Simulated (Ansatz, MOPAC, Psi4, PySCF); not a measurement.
Molecule: sulfur dioxide, SO2, net charge 0, singlet state. SMILES: O=S=O
Geometry from a B3LYP-D3(BJ)/def2-TZVP (Ansatz, an electronic-structure program) optimisation:
```xyz
3

S     -0.0171     0.0041     0.3653
O      0.0256     1.2345    -0.3789
O      0.0086    -1.2427    -0.3517
```

Property: vertical ionisation energy to the doublet, in eV. Terms: frozen cores in correlated levels; 6-311+G** with 5d, 6d on Na to Ar in Ansatz; spin-orbit terms left out; each state is the SCF solution reached for its charge and spin; dispersion terms only where a functional's name holds one; UHF or UKS for open shells; non-relativistic; six Cartesian d functions in 6-31G* and its kin unless marked 5d. First-principles rows: single points at B3LYP-D3(BJ) geometries (Ansatz). Semi-empirical rows: differences of heats of formation at the shared geometry for vertical values. A UHF reference is markedly spin-contaminated in at least one set, which strains HF and MP2. The Hartree-Fock reference of O=S=O is unstable towards a lower, spin-broken solution.

Measured values: CCCBDB table in ASE; they hold spin-orbit and core effects. 

Value to compare with, the measured value: 12.50 eV.

```csv
level,program,vertical ionisation energy to the doublet (eV),error
AM1,MOPAC,10.08,-2.42
MNDO,MOPAC,11.44,-1.06
HF/6-31G*,Ansatz,11.22,-1.28
HF/6-311+G**,Ansatz,11.26,-1.24
PBE/6-31G*,Ansatz,11.86,-0.64
PBE/6-311+G**,Ansatz,12.15,-0.35
B3LYP/STO-3G,Ansatz,7.77,-4.73
B3LYP/3-21G,Ansatz,11.61,-0.89
B3LYP/6-31G*,Ansatz,12.21,-0.29
B3LYP/6-311+G**,Ansatz,12.49,-0.01
M06-2X/6-31G* (5d),PySCF,12.48,-0.02
wB97X-D/6-31G*,Psi4,12.35,-0.15
MP2/6-311+G**,Ansatz,14.42,1.92
PBE/def2-TZVPD,Ansatz,12.14,-0.36
B3LYP/def2-TZVPD,Ansatz,12.47,-0.03
```

Among the 13 habitual levels, B3LYP/STO-3G lies farthest from the measured value (-4.73 eV); 1 of 13 lie above it, and their mean absolute error is 1.15 eV, the median 0.89. One case shows no general order.

The levels are drawn from those run, B3LYP/6-31G* more often than the rest, none by its result; runs whose electronic state is in doubt are left out.
